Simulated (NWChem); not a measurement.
**Atomisation of ethylamine (C₂H₇N)**

```
C
H 1 1.1125
H 1 1.1225 2 105.55
N 1 1.4632 2 107.79 3 -123.01
H 4 1.0282 1 109.99 2 59.65
H 4 1.0297 5 105.25 1 -117.73
C 1 1.5267 2 109.06 3 116.67
H 7 1.1086 1 110.49 2 62.77
H 7 1.1088 8 108.78 1 122.64
H 7 1.1113 8 107.52 9 115.96
```
Charge 0, spin multiplicity 1.

The numbers come from NWChem runs, not from measurements. Structure: optimised with PBE/def2-SVP, a minimum by its harmonic frequencies. It is one conformer; others weren't searched.

Basis set: def2-TZVP. The atomisation energy is electronic alone: no zero-point, thermal, spin-orbit or counterpoise terms. No value is extrapolated to the basis-set limit. Free atoms are single determinants with multiplicities C 3, N 4, H 2. Correlated methods freeze the same cores in atoms and molecule, 3 orbitals in all.

No SCF solution was tested for a lower state. Open-shell Hartree-Fock references start from PBE0 orbitals.

Question: For the atomisation energy, BLYP gives 869.8 kcal/mol and HF gives 637.4 kcal/mol. What do LDA (SVWN5), MP2, PBE give?

Answer: LDA (SVWN5): 994.2 kcal/mol; MP2: 845.6 kcal/mol; PBE: 888.6 kcal/mol.
